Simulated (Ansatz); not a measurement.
```yaml
crystal:
  periodic: [false, false, false]
  atoms:
    - {symbol: N, position_ang: [-0.416112, -0.145913, 1.171998]}
    - {symbol: C, position_ang: [0.366450, -0.147297, 0.004456]}
    - {symbol: F, position_ang: [1.565664, -0.724437, 0.276035]}
    - {symbol: C, position_ang: [-0.104952, -0.117283, -1.329134]}
    - {symbol: N, position_ang: [0.427908, 0.969179, -0.952076]}
    - {symbol: H, position_ang: [-1.267930, 0.380928, 1.041786]}
    - {symbol: H, position_ang: [0.104307, 0.241360, 1.950083]}
    - {symbol: H, position_ang: [-0.583136, -0.513437, -2.219048]}
basis:
  gaussian: {orbitals: "6-31G*", point_charges: [{charge: 0.50, position_ang: [5.818, -0.775, -0.992]}]}
hamiltonian: {xc: {name: CCSD(T)}, dispersion: rvv10}
scf: {lower_state_search: off}
output: {forces: true}
```

```sh
$ ansatz run in.yaml --threads 2 --pin off --events-out ev --progress --plain --max-ram 4352MiB
```

Shortened log:

```
Error: YAML parse error: error: line 14 column 19: hamiltonian.xc: no functional is named "CCSD(T)"; the names, which are not case-sensitive, are SVWN5, SPW92, PBE, PBE0, PBEsol, revPBE, revPBE0, RPBE, rPW86-PBE, HSE06, wPBEh, LC-wPBE, HISS, HF, BLYP, B3LYP, B3LYP5, BHLYP, CAM-B3LYP, r2SCAN, r2SCANh, r2SCAN0, r2SCAN50, m-r2SCAN, B97, wB97, wB97X, wB97X-V, B97M-V, wB97M-V, B2PLYP, B2GP-PLYP, PBE0-DH, PBE-QIDH
12 | basis:
13 |   gaussian: {orbitals: "6-31G*", point_charges: [{charge: 0.50, position_ang: [5.81…
14 | hamiltonian: {xc: {name: CCSD(T)}, dispersion: rvv10}
15 | scf: {lower_state_search: off}
16 | output: {forces: true}
```

(1) Something in this input is off. What?

## Answers

(1) The method's name isn't one that the program takes here. The program refused the input.

HSE06 is defined as in plane-wave codes.
